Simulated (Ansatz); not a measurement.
System: rock-salt BaTe. Method: LDA (PAW; Ansatz, a quantum-chemistry and plane-wave program).

Numerical settings: plane-wave cutoff 520 eV, 8×8×8 k mesh, Fermi–Dirac smearing 0.01 eV, scalar-relativistic PAW data made under PBE.

Energies at three volumes about the minimum:

```json
[
 {"V (Å³/atom)": "39.651", "E − E_lowest (meV/atom)": "1.85"},
 {"V (Å³/atom)": "40.460", "E − E_lowest (meV/atom)": "0.00"},
 {"V (Å³/atom)": "41.269", "E − E_lowest (meV/atom)": "1.72"}
]
```

Problem. Fit a parabola by hand: where is the minimum, what lattice constant follows, and what is the bulk modulus?

Solution. Slopes: (0.00 − 1.85)/(40.460 − 39.651) = -2.287 and (1.72 − 0.00)/(41.269 − 40.460) = 2.126 meV/Å³. Curvature E″ = 2 × (2.126 − (-2.287))/(41.269 − 39.651) = 5.455 meV/Å⁶. From the middle of the first interval, the slope vanishes at V0 = 40.0555 − (-2.287)/5.455 = 40.475 Å³/atom. B = V0 E″ = 40.475 × 5.455 meV/Å³ × 0.1602 GPa per meV/Å³ = 35.4 GPa. With 8 atoms in the cube, a = (8 × 40.475)^(1/3) = 6.867 Å. The full Birch–Murnaghan fit to all volumes gives V0 = 40.461 Å³/atom and B0 = 35.3 GPa.

Measured, for comparison: lattice constant a 7.007 Å (room temperature, not corrected to a static lattice; as tabulated in Lucero et al. (2012), arXiv:1111.4515).
